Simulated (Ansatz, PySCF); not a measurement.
CH2, SMILES [CH2] (connectivity only; charge and spin as stated), neutral, multiplicity 1. Atoms are numbered in the order given.

```xyz
3

C      0.0000     0.0000     0.1915
H      0.0000    -0.8622    -0.5078
H      0.0000     0.8622    -0.5078
```

Geometry: B3LYP-D3(BJ)/def2-TZVPD. The isomer is the one that the SMILES or the coordinates give; other isomers of the formula were not compared.

Two levels are set side by side: PBE-D3(BJ)/def2-TZVPD (Ansatz, a quantum-chemistry and plane-wave program) and B3LYP-D3(BJ)/def2-TZVPD (PySCF). Each level has its own optimised geometry; the coordinates shown are those of the second. Frequencies come from the Hessian of PySCF at each geometry. Differences are taken from unrounded values.

| quantity | B3LYP-D3(BJ) |
|---|---|
| mean bond length (Å) | 1.110 |
| bond C1–H2 (Å) | 1.110 |
| bond C1–H3 (Å) | 1.110 |
| highest harmonic wavenumber (cm⁻¹) | 2976 |
| mean harmonic wavenumber (cm⁻¹) | 2430 |
| zero-point energy (kcal/mol) | 10.42 |

Task: What does PBE-D3(BJ) give, and how far is it from B3LYP-D3(BJ)? (The exact figures need the calculation; the answer reports its results.)

Result: 
```csv
quantity,PBE-D3(BJ),PBE-D3(BJ) minus B3LYP-D3(BJ)
mean bond length (Å),1.123,0.013
bond C1–H2 (Å),1.123,0.013
bond C1–H3 (Å),1.123,0.013
highest harmonic wavenumber (cm⁻¹),2885,-91
mean harmonic wavenumber (cm⁻¹),2353,-77
zero-point energy (kcal/mol),10.09,-0.33
```

Exact exchange shortens and stiffens bonds; PBE has none. Differences between two approximate levels are no errors against the true value.
